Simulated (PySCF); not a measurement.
Level of theory and proton affinities: carbon dioxide

Structure: `O=C=O` (CO2). Coordinates in Å; atoms count from 1 in this order:
```
O    -1.1501    0.1637   -0.0122
C     0.0075    0.1020   -0.0083
O     1.1651    0.0403   -0.0045
```

All levels share the PBE0-D3(BJ)/def2-SVP structures and the PBE0-D3(BJ)/def2-SVP thermal terms; only the single-point energies (PySCF) change. Values are proton affinities (298 K, kJ/mol).

```csv
level,O1,abs. error,time
PBE0-D3(BJ)/def2-SV(P),513,25.4,0.84 s
LDA/def2-TZVP,515,23.3,3.3 s
PBE0-D3(BJ)/6-31+G*,517,21.5,0.95 s
PBE0-D3(BJ)/pcseg-1,521,17.7,0.81 s
PBE0-D3(BJ)/6-31G,521,17.2,0.67 s
PBE0-D3(BJ)/ma-def2-SVP,530,8.4,0.92 s
PBE0-D3(BJ)/6-31G*,531,8.1,0.82 s
CAM-B3LYP-D3(BJ)/def2-TZVP,531,7.9,1.9 s
PBE0-D3(BJ)/aug-pcseg-1,531,7.8,1.2 s
M06-2X/def2-TZVP (grid 3),533,5.2,3.8 s
PBE0-D3(BJ)/6-311+G**,534,5.1,1.3 s
r2SCAN-D3(BJ)/def2-TZVP (grid 3),535,4.0,6 s
ωB97M-D3(BJ)/def2-TZVP (grid 3),535,3.6,3.6 s
BLYP-D3(BJ)/def2-TZVP,535,3.6,3.7 s
PBE0-D3(BJ)/aug-cc-pVDZ,535,3.2,1.3 s
PBE0-D3(BJ)/def2-SVPD,536,2.8,1.2 s
PBE-D3(BJ)/def2-TZVP,536,2.7,3.7 s
B3LYP-D3(BJ)/def2-TZVP,537,1.8,1.8 s
BHandHLYP/def2-TZVP,537,1.2,1.4 s
PBE0-D3(BJ)/ma-def2-TZVP,538,0.5,1.9 s
"PBE0-D3(BJ)/6-311++G(2d,2p)",538,0.5,1.6 s
BP86-D3(BJ)/def2-TZVP,538,0.4,3.7 s
PBE0-D3(BJ)/def2-TZVPD,539,0.6,2.4 s
PBE0-D3(BJ)/def2-TZVP,539,0.8,–
LC-ωPBE/def2-TZVP,541,2.8,4 s
PBE0-D3(BJ)/pcseg-2,542,2.9,1.6 s
PBE0-D3(BJ)/aug-cc-pVTZ,542,3.4,3.2 s
TPSS-D3(BJ)/def2-TZVP (grid 3),542,3.6,6 s
PBE0-D3(BJ)/def2-QZVPPD,543,4.1,5.5 s
PBE0-D3(BJ)/def2-SVP,543,4.2,0.84 s
TPSSh-D3(BJ)/def2-TZVP (grid 3),543,4.2,4 s
PBE0-D3(BJ)/def2-QZVP,543,4.3,4.3 s
ωB97X-D3(BJ)/def2-TZVP,543,4.4,1.9 s
M06-L/def2-TZVP (grid 3),545,6.0,6.2 s
PBE0-D3(BJ)/cc-pVDZ,545,6.3,0.87 s
PBE0-D3(BJ)/cc-pVTZ,545,6.4,1.7 s
B97-2/def2-TZVP,546,7.7,1.7 s
HF/def2-TZVP,547,8.0,0.6 s
OPBE/def2-TZVP,552,13.8,3.9 s
ATcT 1.112,539,,
```

Times are wall times for all single points of a level on 1 thread of Arm Neoverse V1, a shared host; the dash marks the run that also made the structures. BLYP, BP86, LC-ωPBE, LDA, M06-L, OPBE, PBE, TPSS, r2SCAN ran on a slower path of this set-up, which computes the density-fitting integrals anew in every SCF cycle while the other levels store them. So the times needn't show the usual order of cost, and those levels read slower than they are.

Hartree-Fock leaves out electron correlation, so its proton affinities can be off by tens of kJ/mol.

The spread: 39 kJ/mol, from 513 to 552.
